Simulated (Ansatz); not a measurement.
A nudged elastic band was laid between two geometries of CH6AlCl (9 atoms, charge 0, multiplicity 1).

Theory: RKS PBE0-D4/def2-SVP in Ansatz.

```json
{
 "movable images": "7",
 "climbing image": "yes",
 "spring": "5.0 eV/Å²",
 "optimiser": "quadratic models (default)",
 "start path": "through a guess of the saddle point",
 "force threshold": "0.05 eV/Å",
 "iteration limit": "60",
 "end points": "relaxed"
}
```

Image 0:

```xyz
9
Properties=species:S:1:pos:R:3
Al -0.009 -0.011 0.255
C 0.023 0.284 2.204
H -0.926 0.011 2.697
H 0.844 -0.254 2.709
H 0.185 1.355 2.420
H 1.370 -0.105 -0.541
H -1.357 0.245 -0.558
Cl -0.363 -2.658 0.587
H -0.268 -2.556 1.871
```

Image 8:

```xyz
9
Properties=species:S:1:pos:R:3
Al -0.078 -0.617 -0.188
C -0.022 -0.100 2.528
H -0.928 0.117 3.107
H 0.857 -0.167 3.182
H 0.143 0.722 1.814
H 1.395 -0.076 -0.377
H -1.392 0.250 -0.334
Cl -0.323 -2.728 -0.141
H -0.155 -1.089 2.053
```

(1) Which bonds break or form, and what moves?

(2) Give the energies along the band, and the barrier.

(3) What is the geometry of the highest image?

(4) What are the harmonic wavenumbers there?

Results:

(1) Bonds broken: Al1–C2, Cl8–H9. Bonds formed: Al1–Cl8, C2–H9. CH6AlCl becomes AlClH2 + CH4.

(2) The forces met the threshold. The highest image is number 3 of 0 to 8, 16.2 kJ/mol above the first end and 173.8 kJ/mol above the last; the last end lies 157.6 kJ/mol below the first. A vibrational analysis at the climbing image gives one clearly imaginary mode, 473i cm⁻¹: a first-order saddle point. The orbitals stay closed-shell, which can raise the energy where a bond breaks towards radicals; this wasn't checked here.

| image | path coordinate (Å) | energy (kJ/mol) | Al1–C2 (Å) | Cl8–H9 (Å) | Al1–Cl8 (Å) |
| --- | --- | --- | --- | --- | --- |
| 0 | 0.00 | 0.0 | 1.97 | 1.29 | 2.69 |
| 1 | 0.42 | 2.4 | 1.98 | 1.29 | 2.67 |
| 2 | 0.84 | 9.3 | 1.99 | 1.31 | 2.64 |
| 3 | 1.26 | 16.2 | 2.04 | 1.40 | 2.50 |
| 4 | 1.61 | -13.8 | 2.13 | 1.67 | 2.36 |
| 5 | 1.97 | -95.2 | 2.31 | 1.97 | 2.24 |
| 6 | 2.32 | -140.1 | 2.52 | 2.24 | 2.16 |
| 7 | 2.67 | -155.0 | 2.67 | 2.51 | 2.13 |
| 8 | 3.03 | -157.6 | 2.76 | 2.74 | 2.13 |

(3) 
```xyz
9
Properties=species:S:1:pos:R:3
Al -0.048 -0.195 0.203
C -0.027 0.002 2.230
H -1.003 -0.023 2.740
H 0.726 -0.478 2.878
H 0.282 1.067 2.210
H 1.374 -0.054 -0.482
H -1.421 0.222 -0.467
Cl -0.257 -2.640 0.706
H -0.128 -1.588 1.626
```

(4) 473i, 13, 245, 342, 378, 417, 545, 561, 698, 747, 820, 851, 1235, 1413, 1425, 1816, 1948, 1958, 3019, 3105, 3160 cm⁻¹.

The run took 3.3 min on 1 thread of Arm Neoverse V1, on a shared host, peak memory 0.15 GiB.
